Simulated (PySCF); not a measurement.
**Si(OH)2: fields on a plane**

These are results of PySCF, PBE0, basis Si def2-TZVP, O def2-TZVP, H def2-TZVP (no relativity, density fitting), not measurements.

The singlet minimum has O–H 0.960 Å (×2), Si–O 1.649 Å (×2); H–O–Si 114.7° (×2), O–Si–O 97.5°.

The plane holds Si1 at (0.00, 0.00), O2 at (1.65, 0.00), O3 at (-0.21, 1.64), H4 at (2.05, -0.87), H5 at (-1.13, 1.92) Å. Columns run from x = -3.15 to 4.35 Å, rows from y = 4.35 (top) to -2.85 Å, in steps of 0.3 Å. Other isomers or separated fragments may lie lower.

Give the electron density (e/Å³) (cut at 5 e/Å³). Every second row and column.


```
0.00 0.00 0.00 0.00 0.00 0.00 0.00 0.00 0.00 0.00 0.00 0.00 0.00
0.00 0.00 0.00 0.00 0.00 0.00 0.00 0.00 0.00 0.00 0.00 0.00 0.00
0.00 0.00 0.00 0.01 0.02 0.02 0.01 0.00 0.00 0.00 0.00 0.00 0.00
0.00 0.00 0.01 0.10 0.26 0.37 0.14 0.02 0.00 0.00 0.00 0.00 0.00
0.00 0.00 0.04 0.94 2.53 5.00 0.94 0.06 0.01 0.00 0.00 0.00 0.00
0.00 0.00 0.03 0.29 1.97 5.00 1.00 0.08 0.05 0.03 0.01 0.00 0.00
0.00 0.00 0.01 0.09 0.46 1.02 0.41 0.37 0.84 0.31 0.04 0.00 0.00
0.00 0.00 0.02 0.12 0.42 5.00 2.62 2.17 5.00 1.69 0.09 0.01 0.00
0.00 0.00 0.02 0.13 0.48 2.58 0.68 1.19 3.89 1.34 0.09 0.01 0.00
0.00 0.00 0.01 0.06 0.20 0.30 0.19 0.17 0.60 0.73 0.05 0.00 0.00
0.00 0.00 0.00 0.02 0.05 0.06 0.04 0.03 0.04 0.04 0.01 0.00 0.00
0.00 0.00 0.00 0.00 0.01 0.01 0.01 0.00 0.00 0.00 0.00 0.00 0.00
0.00 0.00 0.00 0.00 0.00 0.00 0.00 0.00 0.00 0.00 0.00 0.00 0.00
```

Give the electron localisation function (set to 0 where the density is under 0.005 e/Å³). Every second row and column.


```
0.00 0.00 0.00 0.00 0.00 0.00 0.00 0.00 0.00 0.00 0.00 0.00 0.00
0.00 0.00 0.00 0.00 0.00 0.00 0.00 0.00 0.00 0.00 0.00 0.00 0.00
0.00 0.00 0.00 0.08 0.07 0.21 0.28 0.00 0.00 0.00 0.00 0.00 0.00
0.00 0.00 0.57 0.76 0.56 0.74 0.74 0.30 0.00 0.00 0.00 0.00 0.00
0.00 0.00 0.68 0.99 0.91 0.58 0.87 0.27 0.00 0.00 0.00 0.00 0.00
0.00 0.00 0.23 0.68 0.75 0.35 0.73 0.03 0.11 0.34 0.16 0.00 0.00
0.00 0.00 0.03 0.11 0.47 0.45 0.18 0.37 0.81 0.83 0.49 0.00 0.00
0.00 0.00 0.50 0.74 0.16 0.82 0.32 0.86 0.39 0.86 0.45 0.06 0.00
0.00 0.00 0.93 0.99 0.87 0.30 0.06 0.75 0.76 0.85 0.33 0.02 0.00
0.00 0.00 0.95 0.99 1.00 0.97 0.50 0.22 0.88 0.99 0.59 0.00 0.00
0.00 0.00 0.00 0.98 0.99 0.97 0.52 0.04 0.40 0.70 0.49 0.00 0.00
0.00 0.00 0.00 0.00 0.87 0.81 0.27 0.00 0.00 0.00 0.00 0.00 0.00
0.00 0.00 0.00 0.00 0.00 0.00 0.00 0.00 0.00 0.00 0.00 0.00 0.00
```
